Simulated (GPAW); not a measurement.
# revPBE-D4/real-space grid (scalar-relativistic datasets, stencil 4) run of CHFO (formyl fluoride)

We compute the charge distribution of CHFO (formyl fluoride). Input form: an ASE script.

The results are computed with GPAW 26.7.0.

3 further runs of the same task are left out: 1 that didn't finish, 2 set aside as unsound or not needed. Runs told in other sessions of the task aren't counted.

## (1) The molecule

The species is CHFO (4 atoms), meant as a singlet with charge 0. As SMILES, `O=CF`. The shape is that of a GFN2-xTB optimisation.

Bond lengths: O1–C2 1.171 Å, C2–F3 1.341 Å, C2–H4 1.098 Å. Angles: O1–C2–F3 122.3°, O1–C2–H4 129.0°, F3–C2–H4 108.7°.

## (2) The charge distribution at revPBE-D4/real-space grid (scalar-relativistic datasets, stencil 4)

The input, sp.py:

```python
import numpy as np
from ase import Atoms
from ase.calculators.mixing import SumCalculator
from ase.dft.wannier import Wannier
from ase.units import Bohr, Debye
from dftd4.ase import DFTD4
from gpaw import FD, GPAW
from gpaw.utilities.adjust_cell import adjust_cell

positions_bohr = np.array(
              [[ -1.681252,   0.370424,   1.568435],
               [ -0.093995,   0.138593,   0.043331],
               [  1.104299,  -2.061427,  -0.342702],
               [  0.670947,   1.552429,  -1.269064]])
system = Atoms('OCFH', positions=positions_bohr * Bohr)
adjust_cell(system, 4.5, h=0.13)

calc = GPAW(mode=FD(nn=4),
            h=0.13,
            poissonsolver={'name': 'MomentCorrectionPoissonSolver', 'poissonsolver': 'fast', 'moment_corrections': 4},
            maxiter=60,
            symmetry='off',
            legacy_gpaw=True,
            xc='revPBE',
            txt='-')
system.calc = SumCalculator([DFTD4(method='revPBE'), calc])

energy = system.get_potential_energy()
print(f'Energy: {energy:.5f} eV')
forces = system.get_forces()
print('Forces (eV/Ang)')
for symbol, f in zip(system.symbols, forces):
    print(f'{symbol:2} {f[0]:9.4f} {f[1]:9.4f} {f[2]:9.4f}')
dipole = calc.get_dipole_moment(system) / Debye
print(f'Dipole = {np.linalg.norm(dipole):.3f} D')
homo, lumo = calc.get_homo_lumo()
print(f'HOMO = {homo:.3f} eV')
print(f'LUMO = {lumo:.3f} eV')
print(f'Gap                     {lumo - homo:.3f} eV')

wan = Wannier(9, calc, initialwannier='bloch')
wan.localize()
centres = wan.get_centers()
radii_w = wan.get_radii()
for c, r in zip(centres, radii_w):
    print(f'centre {c[0]:8.3f} {c[1]:8.3f} {c[2]:8.3f}  radius {r:6.3f}')
```

Run with:

```
$ python sp.py > sp.log
```

**Question.** What will come out? Wanted: energy as printed; dipole moment; HOMO energy; LUMO energy; HOMO–LUMO gap; dispersion energy; largest force on an atom.

Answer, from the run:

Level: revPBE-D4/real-space grid (scalar-relativistic datasets, stencil 4).

| quantity | value |
| --- | --- |
| energy as printed (from the program's reference atoms) | -23.1242 eV |
| dipole moment | 1.95 D |
| HOMO energy | -7.83 eV |
| LUMO energy | -2.12 eV |
| HOMO–LUMO gap | 5.71 eV |
| dispersion energy | -12.71 kJ/mol |
| largest force on an atom | 1.960 eV/Å |

What this shows: The largest force is 1.96 eV/Å: the shape isn't a stationary point for this species at this level.
